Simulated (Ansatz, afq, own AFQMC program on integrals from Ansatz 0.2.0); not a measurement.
# Where AFQMC and coupled cluster stand for H$_{3}$, doublet

```yaml
atoms:
  - { symbol: H, position_ang: [0.0000, 0.0000, -0.9147] }
  - { symbol: H, position_ang: [0.0000, 0.0000, -0.0567] }
  - { symbol: H, position_ang: [0.0000, 0.0000, 0.9713] }
```

Basis cc-pVTZ. Noble-gas cores (and the filled d shells of Ga–Kr and In–Xe) are frozen. Ansatz 0.2.0 and our own AFQMC program on the same integrals; the CISD trial comes from CCSD amplitudes, and released means the phaseless constraint is let go. Error bars are statistical, one sigma.

Determinant: UHF, the one that the program's search chose, which needn't be the lowest solution. The geometry is a point of a scan.

Full CI on the same integrals is exact in this basis and with this determinant's frozen core.

```
T1 diagnostic                               : 0.0201
weight of the determinant in the CISD state : 0.969
⟨S²⟩ of the determinant                     : 0.782
size of the correlated space                : 3 electrons in 42 orbitals
```

Reference: full CI, correlation energy -1.377 eV. The released energy is read at 2.40 1/Eh (meV from the phaseless value at times in 1/Eh: -0.27 ± 0.22 at 0.24, -0.13 ± 0.12 at 0.51, -0.52 ± 0.15 at 0.99, -0.69 ± 0.11 at 1.62, -0.79 ± 0.12 at 2.40).

```json
{"level": "HF", "E − E(reference) (kcal/mol)": "31.75", "share of correlation (%)": "0.00"}
{"level": "MP2", "E − E(reference) (kcal/mol)": "7.83", "share of correlation (%)": "75.35"}
{"level": "CCSD", "E − E(reference) (kcal/mol)": "0.34", "share of correlation (%)": "98.94"}
{"level": "CCSD(T)", "E − E(reference) (kcal/mol)": "0.07", "share of correlation (%)": "99.78"}
{"level": "ph-AFQMC/CISD", "E − E(reference) (kcal/mol)": "0.02 ± 0.004", "share of correlation (%)": "99.94"}
{"level": "released AFQMC", "E − E(reference) (kcal/mol)": "0.00 ± 0.003", "share of correlation (%)": "99.99"}
```

A walk keeps the symmetry of its determinant, which the program's search chose and which needn't be the lowest solution, so a lower state of the same spin and another symmetry isn't excluded. Released energies are given only where the last usable release times agree within the noise; a slower fall can still hide under it.
